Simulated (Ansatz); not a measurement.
# ClH5NSi with multiplicity 2: a relaxation

Aim: relax a first guess of the structure. Meant to form: Cl2–N6; to break: Si1–Cl2. The start is a guess near the saddle point, from which both ends are pulled out.

All numbers below are computed with Ansatz 0.2.0 (UKS B3LYP-D4/cc-pVDZ).

## 1. The structure to begin with

Bond lengths: Si1–Cl2 2.380 Å, Si1–H3 1.460 Å, Si1–H4 1.459 Å, Si1–H5 1.459 Å, Cl2–N6 2.030 Å, N6–H7 1.060 Å, N6–H8 1.060 Å. Angles: Si1–Cl2–N6 180.0°, Cl2–Si1–H3 109.5°, Cl2–Si1–H4 109.5°, Cl2–Si1–H5 109.5°, H3–Si1–H4 109.5°, H3–Si1–H5 109.5°, H4–Si1–H5 109.5°, Cl2–N6–H7 120.0°, Cl2–N6–H8 120.0°, H7–N6–H8 120.0°.

As a file:

```xyz
8

Si    0.0000    0.0000    0.0000
Cl    0.0000    0.0000    2.3800
H     1.3768    0.0000   -0.4862
H    -0.6877    1.1914   -0.4862
H    -0.6877   -1.1914   -0.4862
N     0.0000    0.0000    4.4100
H    -0.4960   -0.7725    4.9400
H     0.4960    0.7725    4.9400
```

## 2. Pulling towards end A

Springs on the bonds that form and break draw the guess towards this end; the thresholds are loose.

File input.yaml:

```yaml
crystal:
  periodic: [false, false, false]
  atoms:
    - { symbol: Si, position_ang: [0.0, 0.0, 0.0] }
    - { symbol: Cl, position_ang: [0.0, 0.0, 2.38] }
    - { symbol: H, position_ang: [1.3768, 0.0, -0.4862] }
    - { symbol: H, position_ang: [-0.6877, 1.1914, -0.4862] }
    - { symbol: H, position_ang: [-0.6877, -1.1914, -0.4862] }
    - { symbol: "N", position_ang: [0.0, 0.0, 4.41] }
    - { symbol: H, position_ang: [-0.496, -0.7725, 4.94] }
    - { symbol: H, position_ang: [0.496, 0.7725, 4.94] }
magnetization:
  spin_polarized: true
  initial_magnetization: 1
basis:
  gaussian: { orbitals: cc-pVDZ }
hamiltonian:
  xc: b3lyp
  dispersion: d4
relax:
  f_tol: 0.15
  max_steps: 25
  restrain:
    - { distance: [1, 5], at: 2.93, k: 30.0 }
    - { distance: [0, 1], at: 2.13, k: 30.0 }
output:
  orbitals: {}
```

Command:

```
$ ansatz run input.yaml --threads 2 --pin off --max-ram 3072MiB --backend cpu --events-out ev --progress --plain --runs-dir out
```

The log of the run, cut to the lines that bear on the results:

```text
Warning: RAYON_NUM_THREADS=2 ignored (pool sized by the plan → 2); use --threads N
[...]
Functional definition: B3LYP
[...]
839 factors; integrals over basis functions are off by at most 3.4e-4 eV
[...]
mean field -21969.58624586 eV, -807.3674030150 hartree, gradient 4.7e-7 eV, S^2 0.755905; 2 other end points of the search recorded, 0 dependent functions left out
[...]
reference -21969.58651945 eV, -807.3674130690 hartree; 22, 21 occupied and 53, 54 virtual orbitals, 839 factors
relax step   1: F+E_penalty+E_count = -21969.77554794 eV  Δ(F+E_penalty+E_count) = +0.000e0 eV  max|allowed force component| = 5.445e0 eV/Å  E_restraint = 13.08750000 eV  max|allowed force component, restraints' pulls added| = 3.995e1 eV/Å  Δτ_max = 0.0000 Å  (141 SCF iters, accepted)
[...]
relax step   3: F+E_penalty+E_count = -21970.95109098 eV  Δ(F+E_penalty+E_count) = -1.417e-1 eV  max|allowed force component| = 3.135e0 eV/Å  E_restraint = 1.02750022 eV  max|allowed force component, restraints' pulls added| = 4.238e0 eV/Å  Δτ_max = 0.1921 Å  (33 SCF iters, accepted)
[...]
relax step   5: F+E_penalty+E_count = -21971.74259275 eV  Δ(F+E_penalty+E_count) = -4.614e-1 eV  max|allowed force component| = 6.887e-1 eV/Å  E_restraint = 0.00032437 eV  max|allowed force component, restraints' pulls added| = 6.887e-1 eV/Å  Δτ_max = 0.2000 Å  (36 SCF iters, accepted)
[...]
relax step  11: F+E_penalty+E_count = -21971.84753531 eV  Δ(F+E_penalty+E_count) = -3.359e-3 eV  max|allowed force component| = 4.302e-1 eV/Å  E_restraint = 0.00176930 eV  max|allowed force component, restraints' pulls added| = 9.745e-2 eV/Å  Δτ_max = 0.0486 Å  (32 SCF iters, accepted)
  distance Cl 1 - N 5 = 2.9345 Å
  distance Si 0 - Cl 1 = 2.1201 Å
839 factors; integrals over basis functions are off by at most 5.8e-4 eV
[...]
mean field -21971.67007144 eV, -807.4439821924 hartree, gradient 1.5e-5 eV, S^2 0.752818; 1 other end points of the search recorded, 0 dependent functions left out
[...]
reference -21971.67034424 eV, -807.4439922179 hartree; 22, 21 occupied and 53, 54 virtual orbitals, 839 factors
Total energy: -21971.84780811 eV, -807.4505138948 hartree
Atom 0 at    -0.002820     0.002249    -0.113944 Å, force    -0.020005     0.021951     0.314125 eV/Å
Atom 1 at    -0.177644     0.114181     1.995969 Å, force     0.018635    -0.012262    -0.430221 eV/Å
Atom 2 at     1.445570    -0.018242    -0.468999 Å, force    -0.009977    -0.000381     0.010076 eV/Å
Atom 3 at    -0.670649     1.202924    -0.692402 Å, force     0.008308    -0.012505    -0.000401 eV/Å
Atom 4 at    -0.673072    -1.248208    -0.571216 Å, force     0.003361     0.002751     0.002793 eV/Å
Atom 5 at    -0.338362     0.217376     4.924214 Å, force     0.090110    -0.061597     0.162348 eV/Å
Atom 6 at    -0.224023    -0.806697     5.072569 Å, force    -0.050782     0.024756    -0.029926 eV/Å
Atom 7 at     0.642399     0.536417     5.065209 Å, force    -0.039650     0.037287    -0.028794 eV/Å
Dipole moment:     0.317704    -0.204511    -0.240211 e Å
```

Wall time 31 s (2 threads of Arm Neoverse V1, shared host); peak memory 0.2 GiB.

Step by step:

```
step  energy from step 1 (eV)  largest force component (eV/Å)
   1                   0.0000                          5.4454
   2                  -1.0338                          2.6830
   3                  -1.1755                          3.1351
   4                  -1.5056                          2.7498
   5                  -1.9670                          0.6887
   6                  -2.0416                          0.5180
   7                  -2.0540                          0.4589
  8x                  -1.9114                          2.6471
   9                  -2.0686                          0.4424
 10x                  -2.0645                          0.6615
  11                  -2.0720                          0.4302
```

Step 1 is the start. 2 steps were tried and not accepted (marked x). Energies and forces in the table leave out the springs, which the log lists apart; the run stops on the force with the springs' pull added.

After: Bond lengths: Si1–Cl2 2.120 Å, Si1–H3 1.491 Å, Si1–H4 1.491 Å, Si1–H5 1.491 Å, N6–H7 1.041 Å, N6–H8 1.041 Å. Angles: Cl2–Si1–H3 108.5°, Cl2–Si1–H4 107.9°, Cl2–Si1–H5 108.2°, H3–Si1–H4 110.7°, H3–Si1–H5 110.6°, H4–Si1–H5 110.8°, H7–N6–H8 100.3°.

Pairs that crossed the distance rule for bonds on the way: moved apart Cl2–N6.

## 3. End point A

It starts where the restrained run ended.

File input.yaml:

```yaml
crystal:
  periodic: [false, false, false]
  atoms:
    - { symbol: Si, position_ang: [-0.00282, 0.002249, -0.113944] }
    - { symbol: Cl, position_ang: [-0.177644, 0.114181, 1.995969] }
    - { symbol: H, position_ang: [1.44557, -0.018242, -0.468999] }
    - { symbol: H, position_ang: [-0.670649, 1.202924, -0.692402] }
    - { symbol: H, position_ang: [-0.673072, -1.248208, -0.571216] }
    - { symbol: "N", position_ang: [-0.338362, 0.217376, 4.924214] }
    - { symbol: H, position_ang: [-0.224023, -0.806697, 5.072569] }
    - { symbol: H, position_ang: [0.642399, 0.536417, 5.065209] }
magnetization:
  spin_polarized: true
  initial_magnetization: 1
basis:
  gaussian: { orbitals: cc-pVDZ }
hamiltonian:
  xc: b3lyp
  dispersion: d4
relax:
  f_tol: 0.03
  max_steps: 50
```

Command:

```
$ ansatz run input.yaml --threads 2 --pin off --max-ram 3072MiB --backend cpu --events-out ev --progress --plain --runs-dir out
```

The log of the run, cut to the lines that bear on the results:

```text
Warning: RAYON_NUM_THREADS=2 ignored (pool sized by the plan → 2); use --threads N
[...]
[... 1 set-up line as earlier in the session ...]
[...]
839 factors; integrals over basis functions are off by at most 6.0e-4 eV
[...]
mean field -21971.67008015 eV, -807.4439825127 hartree, gradient 1.7e-5 eV, S^2 0.752818; 0 other end points of the search recorded, 0 dependent functions left out
[...]
reference -21971.67035297 eV, -807.4439925388 hartree; 22, 21 occupied and 53, 54 virtual orbitals, 839 factors
relax step   1: F+E_penalty+E_count = -21971.84754401 eV  Δ(F+E_penalty+E_count) = +0.000e0 eV  max|allowed force component| = 4.302e-1 eV/Å  Δτ_max = 0.0000 Å  (30 SCF iters, accepted)
[...]
relax step   4: F+E_penalty+E_count = -21971.86636894 eV  Δ(F+E_penalty+E_count) = -6.672e-3 eV  max|allowed force component| = 5.941e-2 eV/Å  Δτ_max = 0.1000 Å  (31 SCF iters, accepted)
[...]
relax step   7: F+E_penalty+E_count = -21971.86843837 eV  Δ(F+E_penalty+E_count) = -4.102e-4 eV  max|allowed force component| = 1.277e-1 eV/Å  Δτ_max = 0.0616 Å  (33 SCF iters, accepted)
[...]
relax step  10: F+E_penalty+E_count = -21971.87082170 eV  Δ(F+E_penalty+E_count) = -6.054e-4 eV  max|allowed force component| = 1.454e-1 eV/Å  Δτ_max = 0.0425 Å  (32 SCF iters, accepted)
[...]
relax step  13: F+E_penalty+E_count = -21971.86987729 eV  Δ(F+E_penalty+E_count) = +2.113e-3 eV  max|allowed force component| = 3.859e-1 eV/Å  Δτ_max = 0.0956 Å  (32 SCF iters, rejected (line search))
[...]
relax step  14: F+E_penalty+E_count = -21971.87259018 eV  Δ(F+E_penalty+E_count) = -5.999e-4 eV  max|allowed force component| = 9.633e-2 eV/Å  Δτ_max = 0.0468 Å  (32 SCF iters, accepted)
[...]
839 factors; integrals over basis functions are off by at most 6.1e-4 eV
mean field -21971.70013314 eV, -807.4450869395 hartree, gradient 1.8e-5 eV, S^2 0.752868; 0 other end points of the search recorded, 0 dependent functions left out
[...]
reference -21971.70040005 eV, -807.4450967485 hartree; 22, 21 occupied and 53, 54 virtual orbitals, 839 factors
```

## 4. More of the same log: end point A relaxed

Output, continued, cut to the lines that bear on the results:

```text
relax step  15: F+E_penalty+E_count = -21971.86780264 eV  Δ(F+E_penalty+E_count) = +4.788e-3 eV  max|allowed force component| = 5.857e-1 eV/Å  Δτ_max = 0.0975 Å  (32 SCF iters, rejected (line search))
[...]
relax step  17: F+E_penalty+E_count = -21971.87585030 eV  Δ(F+E_penalty+E_count) = -1.693e-3 eV  max|allowed force component| = 4.009e-2 eV/Å  Δτ_max = 0.0500 Å  (31 SCF iters, accepted)
[...]
relax step  19: F+E_penalty+E_count = -21971.87969819 eV  Δ(F+E_penalty+E_count) = -3.687e-3 eV  max|allowed force component| = 1.433e-1 eV/Å  Δτ_max = 0.0447 Å  (32 SCF iters, accepted)
[...]
relax step  21: F+E_penalty+E_count = -21971.88089722 eV  Δ(F+E_penalty+E_count) = -1.199e-3 eV  max|allowed force component| = 1.664e-2 eV/Å  Δτ_max = 0.0222 Å  (33 SCF iters, accepted)
[...]
reference -21971.71797189 eV, -807.4457425016 hartree; 22, 21 occupied and 53, 54 virtual orbitals, 839 factors
Total energy: -21971.88429466 eV, -807.4518547506 hartree
Atom 0 at    -0.000536     0.000299    -0.098959 Å, force     0.001012    -0.000350    -0.003022 eV/Å
Atom 1 at    -0.365745     0.231894     1.961208 Å, force    -0.000247     0.000117    -0.000440 eV/Å
Atom 2 at     1.474634    -0.038914    -0.300755 Å, force    -0.000088     0.000053     0.000031 eV/Å
Atom 3 at    -0.605286     1.164332    -0.804333 Å, force    -0.000327     0.000209     0.001066 eV/Å
Atom 4 at    -0.633151    -1.275801    -0.534448 Å, force    -0.000371    -0.000046     0.000407 eV/Å
Atom 5 at     0.100901    -0.063734     5.433156 Å, force    -0.001804     0.000976    -0.005537 eV/Å
Atom 6 at    -0.412511    -0.684809     4.777251 Å, force    -0.000854    -0.003404     0.003804 eV/Å
Atom 7 at     0.443093     0.666733     4.778280 Å, force     0.002678     0.002444     0.003692 eV/Å
Dipole moment:     0.013674    -0.008326    -0.763911 e Å
```

Wall time 57 s (2 threads of Arm Neoverse V1, shared host); peak memory 0.19 GiB.

Relaxation path:

```
step  energy from step 1 (eV)  largest force component (eV/Å)
   1                   0.0000                          0.4302
  2x                   0.0055                          1.0531
   3                  -0.0122                          0.3516
   4                  -0.0188                          0.0594
   5                  -0.0205                          0.0367
  6x                  -0.0158                          0.4464
   7                  -0.0209                          0.1277
   8                  -0.0225                          0.0722
   9                  -0.0227                          0.1616
  10                  -0.0233                          0.1454
  11                  -0.0244                          0.0081
 12x                   0.0340                          1.7370
 13x                  -0.0223                          0.3859
  14                  -0.0250                          0.0963
 15x                  -0.0203                          0.5857
  16                  -0.0266                          0.0448
  17                  -0.0283                          0.0401
  18                  -0.0285                          0.3733
  19                  -0.0322                          0.1433
 20x                  -0.0301                          0.3179
  21                  -0.0334                          0.0166
  22                  -0.0338                          0.3083
  23                  -0.0363                          0.0358
  24                  -0.0365                          0.0055
```

Step 1 is the start. 6 steps were tried and not accepted (marked x).

After: Bond lengths: Si1–Cl2 2.105 Å, Si1–H3 1.489 Å, Si1–H4 1.489 Å, Si1–H5 1.489 Å, N6–H7 1.039 Å, N6–H8 1.039 Å. Angles: Cl2–Si1–H3 107.9°, Cl2–Si1–H4 107.9°, Cl2–Si1–H5 107.9°, H3–Si1–H4 111.0°, H3–Si1–H5 111.0°, H4–Si1–H5 111.0°, H7–N6–H8 100.7°.

## 5. Summary of results

| quantity | value |
| --- | --- |
| end A | 17 moves, 0.036 eV lower |

The relaxation gains 0.04 eV in 17 moves, with N6 moving most (0.73 Å); the start's largest force component was 0.4 eV/Å.
